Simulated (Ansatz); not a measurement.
## AlFH5N, SMILES [NH3+][AlH2-][F]: vertical and adiabatic energies of changing the electron count, step by step

Computed with Ansatz 0.2.0, Python API.

The cells in order, each with its output:

In [1]:
```python
import itertools

import ansatz as az
from ase.data import atomic_numbers, covalent_radii
import numpy as np
```

In [2]:
```python
BASIS_SET = 'def2-SVP'
FUNCTIONAL = 'cam_b3lyp'
CHARGE = 1
```

In [3]:
```python
GEOMETRY = '''
N     1.02230    0.10210    0.07220
Al   -0.87110   -0.12640   -0.04080
F    -1.59750    1.29330   -0.87730
H     1.45060   -0.71810    0.55660
H     1.42830    0.18200   -0.88670
H     1.24400    0.96950    0.60990
H    -1.47970   -0.24730    1.43060
H    -1.19700   -1.45500   -0.86450
'''
```

In [4]:
```python
geometry = az.Crystal.molecule()
for line in GEOMETRY.strip().splitlines():
    symbol, *xyz = line.split()
    geometry = geometry.atom(symbol, [float(v) for v in xyz])

job = (
    geometry.calculation()
    .basis(gaussian=BASIS_SET)
    .functional(FUNCTIONAL)
)
symbols = [site.symbol for site in geometry.cartesian_sites]
start = np.array([site.position_ang for site in geometry.cartesian_sites], dtype=float)
summary = job.relax(force_tolerance=0.01).run(threads=1, pin='off').report
end = np.array(summary['positions_ang'])
```

In [5]:
```python
minimum = az.Crystal.molecule()
for symbol, place in zip(symbols, end):
    minimum = minimum.atom(symbol, place.tolist())
ion = (
    minimum.calculation()
    .basis(gaussian=BASIS_SET)  # the orbital basis, by name
    .functional(FUNCTIONAL)
    .charge(CHARGE)  # electrons removed from the neutral system
    .spin('collinear', total=1)  # spin-polarised run
)
vertical = ion.run(threads=1, pin='off').report
settled = ion.relax(force_tolerance=0.01, max_steps=80).run(threads=1, pin='off').report
print(f'vertical ionisation energy   {vertical["free_energy_ev"] - summary["free_energy_ev"]:.3f} eV')
print(f'adiabatic, no zero point     {settled["free_energy_ev"] - summary["free_energy_ev"]:.3f} eV')
print(f'relaxation energy of the ion {vertical["free_energy_ev"] - settled["free_energy_ev"]:.3f} eV')
ionised = np.array(settled['positions_ang'])
# pairs closer than 1.2 times the sum of covalent radii, before or after
radius = [covalent_radii[atomic_numbers[s]] for s in symbols]
span = lambda where, i, j: np.linalg.norm(where[i] - where[j])
bonded = [(i, j) for i, j in itertools.combinations(range(len(symbols)), 2) if min(span(end, i, j), span(ionised, i, j)) < 1.2 * (radius[i] + radius[j])]
print('pair        before    after (A)')
for i, j in bonded:
    print(f'{symbols[i]}{i}-{symbols[j]}{j}'.ljust(10), f'{span(end, i, j):8.4f} {span(ionised, i, j):8.4f}')
```
```text
vertical ionisation energy   10.106 eV
adiabatic, no zero point     9.322 eV
relaxation energy of the ion 0.784 eV
pair        before    after (A)
N0-Al1       2.0548   1.9613
N0-H3        1.0222   1.0291
N0-H4        1.0227   1.0308
N0-H5        1.0227   1.0308
Al1-F2       1.6859   1.6356
Al1-H6       1.5916   1.6620
Al1-H7       1.5916   1.6620
```

The energies are electronic: no zero-point or thermal terms, and the basis set is short of its limit. The product may relax into another structure. The relaxation finds the nearest minimum, so the adiabatic value is an upper bound. The whole script took 56 s on 1 thread of Arm Neoverse V1 (shared host), peak memory 0.26 GiB.

(Lines on the test bed's own set-up are left out of the output.)
